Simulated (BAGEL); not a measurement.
**A workflow on AlH2SF (SMILES [F][AlH][SH])**

We compute a geometry optimisation (RI-MP2/cc-pVDZ), then a geometry optimisation (RI-MP2/aug-cc-pVDZ), then a structure relaxation (RI-MP2/cc-pVTZ) of AlH2SF. 

Program for the calculation: BAGEL 1.2.2.

1 further run of the same task is left out (set aside as unsound or not needed).

### Step 1. The molecule

AlH2SF has 5 atoms, charge 0, and is taken as a singlet. SMILES: `[F][AlH][SH]`. The coordinates come from a PBE0-D4/def2-TZVP relaxation. This is one conformer, not always the lowest. The run starts from this shape.

Bond lengths: F1–Al2 1.645 Å, Al2–S3 2.169 Å, Al2–H4 1.569 Å, S3–H5 1.345 Å. Angles: F1–Al2–S3 116.3°, F1–Al2–H4 119.8°, S3–Al2–H4 123.9°, Al2–S3–H5 91.6°.

### Step 2. A geometry optimisation at RI-MP2/cc-pVDZ (density fitting with tzvpp-jkfit, property bond length) (run 1)

File calc.json:

```json
{ "bagel": [

{
  "title": "molecule",
  "basis": "cc-pvdz.json",
  "df_basis": "tzvpp-jkfit",
  "angstrom": true,
  "geometry": [
    { "atom": "F", "xyz": [   -1.203500,   -1.535800,    0.877500 ] },
    { "atom": "Al", "xyz": [   -0.513900,   -0.309100,    0.024800 ] },
    { "atom": "S", "xyz": [    1.536100,    0.182600,    0.533500 ] },
    { "atom": "H", "xyz": [   -1.341100,    0.430400,   -1.085200 ] },
    { "atom": "H", "xyz": [    1.572300,    1.158200,   -0.392100 ] }
  ]
},
{
  "title": "optimize",
  "internal": false,
  "maxiter": 40,
  "method": [
    { "title": "mp2", "ncore": 11 }
  ]
}

]}
```

The basis set cc-pVDZ is read from a file made from the Basis Set Exchange's data (not shown).

Started as:

```bash
BAGEL_NUM_THREADS=1 BAGEL calc.json > calc.out
```

What it wrote:

```text
* using 1 threads per process

  ===============================================================
  ===============================================================

  *** Geometry ***

  { "atom" : "F", "xyz" : [     -2.274285,     -2.902241,      1.658235 ] },
  { "atom" : "Al", "xyz" : [     -0.971130,     -0.584114,      0.046865 ] },
  { "atom" : "S", "xyz" : [      2.902808,      0.345064,      1.008169 ] },
  { "atom" : "H", "xyz" : [     -2.534312,      0.813338,     -2.050731 ] },
  { "atom" : "H", "xyz" : [      2.971216,      2.188681,     -0.740962 ] },

  Number of auxiliary basis functions:      369

  Since a DF basis is specified, we compute 2- and 3-index integrals:
    o Being stored without compression. Storage requirement is 0.011 GB

  Number of basis functions:       60
  Number of electrons      :       40

    * METHOD: MOLECULE                             0.09

    * Use approximate Hessian for optimization

  *** RHF ***

  === Nuclear Repulsion ===
   130.7631620136

      * DIIS with orbital gradients will be used.

[... 6 lines left out ...]
    * SCF iteration converged.
[... 1 line left out ...]
    * Permanent dipole moment:
[... 6 lines left out ...]
      MP2 correlation energy:   -0.3837038587
[... 1 line left out ...]
    * Permanent dipole moment: MP2 unrelaxed
[... 10 lines left out ...]
    * Permanent dipole moment: MP2 relaxed
[... 25 lines left out ...]
  === Convergence status ===

                         Maximum     Tolerance   Converged?
  * Gradient            0.023359      0.000300           No
  * Displacement        0.023316      0.001200           No
  * Energy change    -740.554144      0.000001           No

  *** Geometry optimization started ***
     iter         energy               grad rms       time

      1       -740.55414440          0.01103554        1.28
      2       -740.55533537          0.00393580        1.18
      3       -740.55557899          0.00186848        1.18
[... 4 lines of this table left out ...]
      8       -740.55577972          0.00014314        1.16

  *** Geometry ***

  { "atom" : "F", "xyz" : [     -2.339688,     -2.958991,      1.681620 ] },
  { "atom" : "Al", "xyz" : [     -0.976071,     -0.573321,      0.034085 ] },
  { "atom" : "S", "xyz" : [      2.941258,      0.365197,      1.007143 ] },
  { "atom" : "H", "xyz" : [     -2.527993,      0.833501,     -2.067189 ] },
  { "atom" : "H", "xyz" : [      3.002552,      2.216819,     -0.752415 ] },

    * METHOD: OPTIMIZE                             9.48

  ===============================================================
```

It took 9.9 s on 1 thread of Arm Neoverse V2, shared host; peak memory 0.13 GiB.

Steps, from the record of the run:

```
step  energy from the first frame kept (eV)  largest force (eV/Å)
   0                                 0.0000                1.6168
   1                                -0.0324                0.5954
   2                                -0.0390                0.2352
   3                                -0.0421                0.1673
   4                                -0.0432                0.0570
   5                                -0.0435                0.0508
   6                                -0.0440                0.0715
   7                                -0.0445                0.0178
```

After the run. Bond lengths: F1–Al2 1.695 Å, Al2–S3 2.193 Å, Al2–H4 1.570 Å, S3–H5 1.352 Å. Angles: F1–Al2–S3 116.8°, F1–Al2–H4 119.6°, S3–Al2–H4 123.6°, Al2–S3–H5 91.4°.

### Step 3. A structure relaxation at RI-MP2/aug-cc-pVDZ (density fitting with tzvpp-jkfit, property bond length) (run 2)

File calc.json:

```json
{ "bagel" : [

{
  "title" : "molecule",
  "basis" : "aug-cc-pvdz.json",
  "df_basis" : "tzvpp-jkfit",
  "angstrom" : true,
  "geometry" : [
    { "atom" : "F", "xyz" : [      -1.203500,      -1.535800,       0.877500 ] },
    { "atom" : "Al", "xyz" : [      -0.513900,      -0.309100,       0.024800 ] },
    { "atom" : "S", "xyz" : [       1.536100,       0.182600,       0.533500 ] },
    { "atom" : "H", "xyz" : [      -1.341100,       0.430400,      -1.085200 ] },
    { "atom" : "H", "xyz" : [       1.572300,       1.158200,      -0.392100 ] }
  ]
},

{
  "title" : "optimize",
  "opttype" : "energy",
  "internal" : false,
  "maxiter" : 40,
  "method" : [
    {
      "title" : "mp2",
      "ncore" : 11
    }
  ]
}

]}
```

The basis set aug-cc-pVDZ is read from a file made from the Basis Set Exchange's data (not shown).

Started as:

```bash
BAGEL_NUM_THREADS=1 BAGEL calc.json > calc.out
```

What it wrote:

```text
* using 1 threads per process

  ===============================================================
  ===============================================================

  *** Geometry ***

  { "atom" : "F", "xyz" : [     -2.274285,     -2.902241,      1.658235 ] },
  { "atom" : "Al", "xyz" : [     -0.971130,     -0.584114,      0.046865 ] },
  { "atom" : "S", "xyz" : [      2.902808,      0.345064,      1.008169 ] },
  { "atom" : "H", "xyz" : [     -2.534312,      0.813338,     -2.050731 ] },
  { "atom" : "H", "xyz" : [      2.971216,      2.188681,     -0.740962 ] },

  Number of auxiliary basis functions:      369

  Since a DF basis is specified, we compute 2- and 3-index integrals:
    o Being stored without compression. Storage requirement is 0.027 GB

  Number of basis functions:       95
  Number of electrons      :       40

    * METHOD: MOLECULE                             0.12

    * Use approximate Hessian for optimization

  *** RHF ***

  === Nuclear Repulsion ===
   130.7631620136

      * DIIS with orbital gradients will be used.

[... 6 lines left out ...]
    * SCF iteration converged.
[... 1 line left out ...]
    * Permanent dipole moment:
[... 6 lines left out ...]
      MP2 correlation energy:   -0.4144567615
[... 1 line left out ...]
    * Permanent dipole moment: MP2 unrelaxed
[... 10 lines left out ...]
    * Permanent dipole moment: MP2 relaxed
[... 25 lines left out ...]
  === Convergence status ===

                         Maximum     Tolerance   Converged?
  * Gradient            0.016899      0.000300           No
  * Displacement        0.016881      0.001200           No
  * Energy change    -740.604652      0.000001           No

  *** Geometry optimization started ***
     iter         energy               grad rms       time

      1       -740.60465192          0.00842711        2.13
      2       -740.60541155          0.00397233        1.94
      3       -740.60570604          0.00184899        1.95
[... 8 lines of this table left out ...]
     12       -740.60590795          0.00008838        1.90

  *** Geometry ***

  { "atom" : "F", "xyz" : [     -2.322773,     -2.944314,      1.675572 ] },
  { "atom" : "Al", "xyz" : [     -0.995405,     -0.570681,      0.022268 ] },
  { "atom" : "S", "xyz" : [      2.946286,      0.355168,      1.019141 ] },
  { "atom" : "H", "xyz" : [     -2.560087,      0.823784,     -2.073029 ] },
  { "atom" : "H", "xyz" : [      3.053319,      2.220598,     -0.730489 ] },

    * METHOD: OPTIMIZE                            23.45

  ===============================================================
```

It took 24 s on 1 thread of Arm Neoverse V2, shared host; peak memory 0.23 GiB.

Steps, from the record of the run:

```
step  energy from the first frame kept (eV)  largest force (eV/Å)
   0                                 0.0000                1.1639
   1                                -0.0207                0.5233
   2                                -0.0287                0.2130
   3                                -0.0316                0.1431
   4                                -0.0326                0.0733
   5                                -0.0329                0.0676
   6                                -0.0332                0.0707
   7                                -0.0339                0.0274
   8                                -0.0339                0.0238
   9                                -0.0339                0.0238
  10                                -0.0342                0.0127
  11                                -0.0342                0.0120
```

After the run. Bond lengths: F1–Al2 1.684 Å, Al2–S3 2.207 Å, Al2–H4 1.568 Å, S3–H5 1.355 Å. Angles: F1–Al2–S3 115.8°, F1–Al2–H4 119.9°, S3–Al2–H4 124.3°, Al2–S3–H5 92.2°.

### Step 4. A structure relaxation at RI-MP2/cc-pVTZ (density fitting with tzvpp-jkfit, property bond length) (run 3)

File input.json:

```json
{ "bagel": [

{
  "title": "molecule",
  "basis": "cc-pvtz.json",
  "df_basis": "tzvpp-jkfit",
  "angstrom": "true",
  "geometry": [
    { "atom": "F", "xyz": [      -1.203500,      -1.535800,       0.877500 ] },
    { "atom": "Al", "xyz": [      -0.513900,      -0.309100,       0.024800 ] },
    { "atom": "S", "xyz": [       1.536100,       0.182600,       0.533500 ] },
    { "atom": "H", "xyz": [      -1.341100,       0.430400,      -1.085200 ] },
    { "atom": "H", "xyz": [       1.572300,       1.158200,      -0.392100 ] }
  ]
},

{
  "title": "optimize",
  "opttype": "energy",
  "internal": "false",
  "maxiter": 40,
  "method": [
    {
      "title": "mp2",
      "ncore": 11
    }
  ]
}

]}
```

The basis set cc-pVTZ is read from a file made from the Basis Set Exchange's data (not shown).

Started as:

```bash
BAGEL_NUM_THREADS=1 BAGEL input.json > input.out
```

What it wrote:

```text
* using 1 threads per process

  ===============================================================
  ===============================================================

  *** Geometry ***

  { "atom" : "F", "xyz" : [     -2.274285,     -2.902241,      1.658235 ] },
  { "atom" : "Al", "xyz" : [     -0.971130,     -0.584114,      0.046865 ] },
  { "atom" : "S", "xyz" : [      2.902808,      0.345064,      1.008169 ] },
  { "atom" : "H", "xyz" : [     -2.534312,      0.813338,     -2.050731 ] },
  { "atom" : "H", "xyz" : [      2.971216,      2.188681,     -0.740962 ] },

  Number of auxiliary basis functions:      369

  Since a DF basis is specified, we compute 2- and 3-index integrals:
    o Being stored without compression. Storage requirement is 0.047 GB

  Number of basis functions:      126
  Number of electrons      :       40

    * METHOD: MOLECULE                             0.16

    * Use approximate Hessian for optimization

  *** RHF ***

  === Nuclear Repulsion ===
   130.7631620136

      * DIIS with orbital gradients will be used.

[... 6 lines left out ...]
    * SCF iteration converged.
[... 1 line left out ...]
    * Permanent dipole moment:
[... 6 lines left out ...]
      MP2 correlation energy:   -0.5072112846
[... 1 line left out ...]
    * Permanent dipole moment: MP2 unrelaxed
[... 10 lines left out ...]
    * Permanent dipole moment: MP2 relaxed
[... 25 lines left out ...]
  === Convergence status ===

                         Maximum     Tolerance   Converged?
  * Gradient            0.007290      0.000300           No
  * Displacement        0.007288      0.001200           No
  * Energy change    -740.748582      0.000001           No

  *** Geometry optimization started ***
     iter         energy               grad rms       time

      1       -740.74858228          0.00393160        3.13
      2       -740.74874350          0.00163556        2.96
      3       -740.74878362          0.00055286        3.05
      4       -740.74879151          0.00028789        2.98
      5       -740.74879406          0.00018565        2.98
      6       -740.74879512          0.00010085        2.90

  *** Geometry ***

  { "atom" : "F", "xyz" : [     -2.291656,     -2.917314,      1.664446 ] },
  { "atom" : "Al", "xyz" : [     -0.977297,     -0.575969,      0.036052 ] },
  { "atom" : "S", "xyz" : [      2.917141,      0.346985,      1.013169 ] },
  { "atom" : "H", "xyz" : [     -2.529844,      0.820079,     -2.055061 ] },
  { "atom" : "H", "xyz" : [      2.973932,      2.180974,     -0.731952 ] },

    * METHOD: OPTIMIZE                            18.04

  ===============================================================
```

It took 19 s on 1 thread of Arm Neoverse V2, shared host; peak memory 0.34 GiB.

Step by step:

```
step  energy from the first frame kept (eV)  largest force (eV/Å)
   0                                 0.0000                0.5199
   1                                -0.0044                0.1996
   2                                -0.0055                0.0792
   3                                -0.0057                0.0321
   4                                -0.0058                0.0233
   5                                -0.0058                0.0138
```

After the run. Bond lengths: F1–Al2 1.662 Å, Al2–S3 2.180 Å, Al2–H4 1.564 Å, S3–H5 1.340 Å. Angles: F1–Al2–S3 116.1°, F1–Al2–H4 120.0°, S3–Al2–H4 124.0°, Al2–S3–H5 91.1°.

### Step 5. Outcome

| quantity | value |
| --- | --- |
| run 1, RI-MP2/cc-pVDZ: total energy at the end | -740.55578 Eh |
| run 2, RI-MP2/aug-cc-pVDZ: total energy at the end | -740.60591 Eh |
| run 3, RI-MP2/cc-pVTZ: total energy at the end | -740.74880 Eh |

**Reading.** The optimisation (run 1, RI-MP2/cc-pVDZ) took 8 steps and changed the energy by -0.044 eV. The optimisation (run 2, RI-MP2/aug-cc-pVDZ) took 12 steps and changed the energy by -0.034 eV. The optimisation (run 3, RI-MP2/cc-pVTZ) took 6 steps and changed the energy by -0.006 eV.
